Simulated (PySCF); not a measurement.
## A thermochemical cycle for CCl

MP2 in PySCF with def2-TZVPPD on every atom, for the lowest determinant that a PBE0 search found; no spin–orbit coupling. CCl, a doublet (π ↑), has De = 4.13 eV to neutral atoms, and CCl⁺, a singlet (closed shell), has De = 6.72 eV to C⁺ + Cl.

At the same level the C atom ionises at 11.24 eV.

What is the adiabatic ionisation energy of the molecule, and does ionisation strengthen or weaken the bond?

IE = IE(C) + De(neutral) − De(ion) = 11.24 + 4.13 − 6.72 = 8.65 eV. De changes by +2.59 eV, so ionisation strengthens the bond.

Correlated steps freeze 6 core orbitals. For an ion De counts to the pair picked by the measured ionisation energies or electron affinities, which need not be the lowest pair at this level. Where the molecule has an RHF reference, its open-shell atoms are computed with UHF. States were picked by a PBE0 search and need not be the measured ground states.
